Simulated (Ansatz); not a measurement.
**CH radical: up Jacob's ladder to CCSD(T)**

One table from this session's results is given with a row withheld; the runs are named, their logs left out.

Computed with Ansatz 0.2.0, Gaussian basis. Level: functionals in def2-TZVPP, the program's frozen cores in correlated methods.

Plan: LDA (SPW92), PBE-D4, revPBE-D4, BLYP-D4, r2SCAN-D4, B97M-V, PBE0-D4, B3LYP-D4, r2SCANh-D4, r2SCAN0-D4, HSE06-D4, BHLYP-D4, CAM-B3LYP-D4, LC-ωPBE, ωB97X-V, ωB97M-V, B2PLYP, PBE-QIDH; CCSD(T)/def2-SVP; CCSD(T)/def2-TZVPP; CCSD(T)/def2-QZVPP; extrapolation to the limit; RPA on PBE.

**The relaxed structure**

All runs share one geometry, relaxed beforehand with PBE0-D4 in a triple-zeta def2 set.

SMILES `[CH]`, 2 atoms, charge 0, spin multiplicity 2.

Atoms are counted from 1 here; the program's logs count them from 0.

Bond lengths: C1–H2 1.123 Å.

Geometry (Å):

```xyz
2
CH
C     0.0000    0.0000    0.1611
H     0.0000    0.0000   -0.9614
```

The first run:

in.yaml reads:

```yaml
crystal:
  periodic: [false, false, false]
  atoms:
    - {symbol: C, position_ang: [0.000000, -0.000000, 0.161066]}
    - {symbol: H, position_ang: [-0.000000, 0.000000, -0.961438]}
basis:
  gaussian: {orbitals: def2-TZVPP}
magnetization: {spin_polarized: true, initial_magnetization: 1}
hamiltonian: {xc: lda}
output: {orbitals: {seedname: orbitals}}
```

Run with:

```
ansatz run in.yaml --threads 2 --pin off --events-out ev --progress --plain --max-ram 22528MiB --backend cpu
```

Among the steps run: LDA; PBE-D4 (GGA); revPBE-D4 (GGA); BLYP-D4 (GGA); r2SCAN-D4 (meta-GGA); B97M-V (meta-GGA); B3LYP-D4 (hybrid); r2SCANh-D4 (hybrid); r2SCAN0-D4 (hybrid); HSE06-D4 (hybrid); BHLYP-D4 (hybrid); CAM-B3LYP-D4 (range-separated); LC-ωPBE (range-separated); ωB97X-V (range-separated); ωB97M-V (range-separated); B2PLYP (double hybrid); PBE-QIDH (double hybrid).

One of the session's tables, all rows but one given; the rest of the session is left out.

It belongs to the step «Orbital energies across the functionals». 

| functional | HOMO (eV) | LUMO (eV) | gap (eV) |
| --- | --- | --- | --- |
| LDA (SPW92) | -5.86 | -5.74 | 0.12 |
| PBE-D4 | -5.88 | -5.20 | 0.68 |
| revPBE-D4 | -5.85 | -5.05 | 0.80 |
| BLYP-D4 | -5.77 | -5.11 | 0.65 |
| r2SCAN-D4 | -6.31 | -4.38 | 1.93 |
| B97M-V | -6.10 | -4.83 | 1.28 |
| PBE0-D4 | -7.40 | -3.66 | 3.74 |
| B3LYP-D4 | -7.13 | -4.10 | 3.03 |
| r2SCANh-D4 | -6.87 | -3.86 | 3.01 |
| r2SCAN0-D4 | -7.72 | -3.10 | 4.61 |
| HSE06-D4 | ? | ? | ? |
| BHLYP-D4 | -8.85 | -2.23 | 6.62 |
| CAM-B3LYP-D4 | -8.90 | -2.49 | 6.41 |
| LC-ωPBE | -10.41 | -0.93 | 9.48 |
| ωB97X-V | -9.82 | -1.19 | 8.63 |
| ωB97M-V | -9.51 | -1.44 | 8.07 |

Estimate the missing values for HSE06-D4.

As computed: HOMO (eV): -6.98; LUMO (eV): -4.06; gap (eV): 2.92. In the column «HOMO (eV)» it lies between B3LYP-D4 (-7.13) and r2SCANh-D4 (-6.87).
